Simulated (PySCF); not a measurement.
**SiH$_{4}$, singlet along the scale of all distances**

Starting geometry (PBE0/def2-TZVP stationary point for this spin, not checked as a minimum):

```json
{"atom": "Si", "x (Å)": "0.0000", "y (Å)": "0.0000", "z (Å)": "0.0000"}
{"atom": "H", "x (Å)": "0.8558", "y (Å)": "0.8587", "z (Å)": "0.8568"}
{"atom": "H", "x (Å)": "-0.8596", "y (Å)": "-0.8544", "z (Å)": "0.8574"}
{"atom": "H", "x (Å)": "-0.8547", "y (Å)": "0.8555", "z (Å)": "-0.8611"}
{"atom": "H", "x (Å)": "0.8584", "y (Å)": "-0.8599", "z (Å)": "-0.8531"}
```

From there all distances are scaled together; atoms are numbered as listed. Energies are in kcal/mol, counted from the starting geometry at the same level. Kohn–Sham curves keep the symmetry of the cluster determinant, unrestricted for open shells and where UHF breaks spin symmetry.

Basis 6-31G; PySCF 2.14.0. Only valence electrons are correlated (noble-gas cores frozen).

Unrestricted Kohn–Sham rows aren't spin-pure: their determinants' ⟨S²⟩ exceeds S(S+1) by up to 2.89, so they mix in states of higher spin. A value is left out where its run failed or describes another state than the reference as far as symmetry and spin tell, or, spin-broken singlets apart, can't be checked.

In so small a basis the reference is far from its limit while semilocal and hybrid functionals are nearer theirs (RPA and double hybrids share much of the reference's basis error), so the functionals' errors here hold much of the reference's basis and frozen-core error, which can add to them or hide them.

Full CI is exact within this basis and frozen core; it isn't the basis-set limit.

| scale of all distances | full CI | PBE | r2SCAN | B97M-V | PBE0 | B3LYP | BHLYP | wB97M-V | B2PLYP |
| --- | --- | --- | --- | --- | --- | --- | --- | --- | --- |
| 0.866 | 56.7 | 55.0 | 51.7 | 50.0 | 52.5 | 51.3 | 48.7 | 50.3 | 51.6 |
| 1.000 | 0.0 | 0.0 | 0.0 | 0.0 | 0.0 | 0.0 | 0.0 | 0.0 | 0.0 |
| 1.102 | 8.4 | 9.3 | 12.0 | 11.9 | 11.9 | 12.0 | 14.8 | 13.5 | 12.3 |
| 1.288 | 66.8 | 70.1 | 77.4 | 75.6 | 78.6 | 77.3 | 86.6 | 83.1 | 79.2 |
| 1.475 | 133.9 | 142.9 | 154.6 | 151.1 | 158.5 | 154.4 | 171.7 | 166.5 | 159.2 |
| 1.743 | 202.6 | 229.4 | 238.1 | 241.0 | 245.6 | 238.3 | 248.2 | 257.0 | 242.3 |
| 2.012 | 236.9 | – | – | – | – | – | – | – | – |
| 2.431 | – | 291.5 | 293.3 | 304.9 | 290.4 | 294.3 | 290.2 | 301.1 | 281.3 |
